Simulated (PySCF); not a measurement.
Molecule: SMILES C(COC)#N, C₃H₅NO.

Bonds (- single, = double, # triple, : aromatic): C1-O2 1.402 Å, O2-C3 1.386 Å, C3-C4 1.476 Å, C4#N5 1.157 Å. C1 carries H6, H7, H8; C3 carries H9, H10.

Geometry PBE0-D3(BJ)/def2-SVP throughout; GIAO in PySCF 2.14.0 with density-fitted response routines, gas phase, one conformer, non-relativistic; equivalent atoms averaged; functional PBE0.

For orientation, cc-pVTZ gives these shifts δ (against TMS, H2O, NH3 at the same level): C4 118.7, C3 57.7, C1 57.7, O2 11.2, N5 306.2, H9/H10 3.97, H6/H7/H8 3.35 ppm.

A run gave: C4 123.0, C3 59.1, C1 59.2, O2 8.0, N5 308.0, H9/H10 4.07, H6/H7/H8 3.41 ppm (shifts δ (against TMS, H2O, NH3 at the same level)).

**Question.** Which basis set was used in that run?
A. pcSseg-1
B. pcSseg-0
C. IGLO-III
D. cc-pVDZ

**Answer.** C. N5 tells them apart best: IGLO-III gives 308.0, pcSseg-1 gives 317.0, cc-pVDZ gives 288.3, pcSseg-0 gives 326.5 ppm.
